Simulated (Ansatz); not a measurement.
**Black phosphorus**

Method: r²SCAN-D4 in Ansatz (plane waves, PAW).

Cell: relaxed at this level.

```yaml
interlayer_binding_energy: 23.8 meV/Å²
layer_repeat_distance: 5.345 Å
gap_between_the_layers: 3.231 Å
```

Computed values are for the static lattice.

Ansatz is an electronic-structure program.
